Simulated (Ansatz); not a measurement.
Na₄MgGe₂Se₆ (C2, No. 5; cell taken from a computed entry), treated with PBE0 (Ansatz, a quantum-chemistry and plane-wave program, PAW).

Numerical settings: plane-wave cutoff 460 eV, 4×4×4 k mesh, Fermi–Dirac smearing 0.01 eV, scalar-relativistic PAW data made under PBE.

Cell (relaxed with PBEsol):

Space group C2 (No. 5); a = 7.718 Å, b = 11.908 Å, c = 7.060 Å, α = γ = 90.00°, β = 106.62°

```
atom  site  symmetry       x       y       z
----  ----  --------  ------  ------  ------
Na      2a         2  0.0000  0.5194  0.0000
Na      2b         2  0.5000  0.1725  0.5000
Na      2b         2  0.5000  0.4784  0.5000
Na      2b         2  0.5000  0.8491  0.5000
Mg      2a         2  0.0000  0.1571  0.0000
Ge      4c         1  0.1633  0.8335  0.0573
Se      4c         1  0.2315  0.0052  0.2359
Se      4c         1  0.2272  0.3214  0.2217
Se      4c         1  0.2240  0.1750  0.7473
```
(The calculation used a cell of 13 atoms; values per cell refer to that cell.)

**Question.** What does this level give for the band gap, smallest direct gap on the k points sampled and Γ–Γ gap?

**Answer.** 
- band gap = 3.49 eV (indirect)
- smallest direct gap on the k points sampled = 3.51 eV
- Γ–Γ gap = 4.40 eV

Note: cell and atoms aren't relaxed at this level (pressure 0.3 GPa); this cell isn't known to be the ambient phase, and symmetry holds it in the calculation.

Spin–orbit coupling is not included.

The computed numbers hold no vibrational or temperature effects.

Computing time: very roughly 30 core-minutes.
